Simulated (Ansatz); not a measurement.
**Structure relaxation of CsH₂**

The calculation used DFT PBE, scalar-relativistic, plane waves, PAW in Ansatz. Cutoff 420 eV, Γ-centred k mesh, Gaussian smearing, no spin polarisation in the final step.

CsH₂ was placed on the AlB2 structure type (P6/mmm, No. 191), with Cs in place of Al, H in place of B, at a guessed volume.

```
CELL_PARAMETERS angstrom
3.86544 0.00000 0.00000
-1.93272 3.34757 0.00000
0.00000 0.00000 4.17364
ATOMIC_POSITIONS crystal
Cs 0.00000 0.00000 0.00000
H 0.33333 0.66667 0.50000
H 0.66667 0.33333 0.50000
```

Cell and atoms relax at zero pressure; the relaxation can't lower the symmetry of the start.

The zero of energy is the elements' standard structures at the same level (H₂ as a molecule); no fitted shifts are applied.

Problem. What does it relax into?

Solution. It keeps P6/mmm (No. 191). The result has the AlB2 structure. Conventional cell: a = 4.014 Å, c = 4.161 Å. Cs has 12 H at 3.11 Å; H has 3 H at 2.32 Å.

```cif
data_structure
_symmetry_space_group_name_H-M 'P6/mmm'
_symmetry_Int_Tables_number 191
_cell_length_a 4.0135
_cell_length_b 4.0135
_cell_length_c 4.1607
_cell_angle_alpha 90.000
_cell_angle_beta 90.000
_cell_angle_gamma 120.000
_cell_volume 58.04
loop_
_atom_site_label
_atom_site_type_symbol
_atom_site_symmetry_multiplicity
_atom_site_Wyckoff_symbol
_atom_site_fract_x
_atom_site_fract_y
_atom_site_fract_z
_atom_site_occupancy
Cs1 Cs 1 a 0.00000 0.00000 0.00000 1
H1 H 2 d 0.33333 0.66667 0.50000 1
```

Problem. What are its volume, energy, density and gap?

Solution. The volume per atom is 19.35 Å³, the density is 3.86 g/cm³ and the energy over the elements is 0.48 eV/atom. The gap on the 12×12×12 mesh is 0 eV (a metal).

The final run used a 12×12×12 mesh on its 3-atom cell and 0.10 eV smearing. The k mesh leaves about 4 meV/atom of noise in metals. A structure relaxed within its symmetry needn't be a true minimum.

Cost: 3 runs of about 0.65 core-minutes in all, on Arm Neoverse V1 (shared hosts).